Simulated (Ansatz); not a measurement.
NaTa: from a trial structure to a relaxed crystal

Computed with DFT PBE, scalar-relativistic, plane waves, PAW in Ansatz 0.2.0. Cutoff 420 eV, Γ-centred k mesh, Gaussian smearing, no spin polarisation in the final step.

This is the end of a relaxation of cell and atoms.

```
CELL_PARAMETERS angstrom
2.72060 0.00000 0.00000
0.00000 2.72060 0.00000
0.00000 0.00000 5.84143
ATOMIC_POSITIONS crystal
Na 0.50000 0.50000 0.50000
Ta 0.00000 0.00000 0.00000
```

Energies over the elements count from the elements' standard structures at the same level, with no empirical corrections.

(1) What space group does it have?

(2) How far does it lie from the elements in energy?

(3) Is it a metal?

Results:

(1) P4/mmm (No. 123). Conventional cell: a = 2.721 Å, c = 5.841 Å. Around Na lie 4 Na at 2.72 Å; Ta has 4 Ta at 2.72 Å.

(2) 0.95 eV/atom.

(3) Yes, bands cross the Fermi level on the 20×20×10 mesh.

The final run used a 20×20×10 mesh on its 2-atom cell and 0.10 eV smearing. For metals, differences of a few meV/atom aren't resolved. Spin–orbit coupling is left out. The cell came from a trial start, so NaTa may not exist in this structure.

Cost: 3 runs of about 1.5 core-minutes in all, on Intel Xeon Platinum 8259CL (Skylake/Cascade Lake) (shared hosts).